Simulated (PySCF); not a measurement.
A geometry optimisation on `ClCl` (Cl2).

Method: CAM-B3LYP/def2-TZVP geometry optimisation, gas phase (PySCF 2.14.0). Start geometry: GFN2-xTB. The input is one job of a driver script: a line of settings, then coordinates in Å.

Input:
```
{"job": {"xc": "CAM-B3LYP", "basis": "def2-TZVP", "grid": 1, "kind": "geom"}, "charge": 0, "multiplicity": 1}
Cl     1.009659    -0.003028    -0.002678
Cl    -1.006902     0.004296    -0.011471
```

Q: Give the output.

A: 
```
step   0  E = -920.41860249  max force = 0.008494
step   1  E = -920.41877997  max force = 0.001061
step   2  E = -920.41878226  max force = 0.000360
step   3  E = -920.41878245  max force = 0.000122
optimisation converged
```

Energies in Eh; «max force» is the largest Cartesian gradient component in Eh/bohr.

Q: Give the first gradient maximum in eV/Å.

A: With 1 Eh/bohr = 51.422 eV/Å, 0.437 eV/Å.

In short: final energy -920.41878 Eh after 3 steps; dipole 0.00 D.

Q: Give the final coordinates.

A: 0.011 Å rms from the input after alignment:
```
atom  x, y, z in Å
Cl1    0.9592   -0.1545    0.2230
Cl2   -0.9565    0.1558   -0.2372
```

On one thread, Arm Neoverse V1 (aarch64), no GPU (shared host), this took 3.3 s and 0.36 GiB of memory at its peak.
Labels such as C1 count atoms from 1, the log's own numbers from 0.
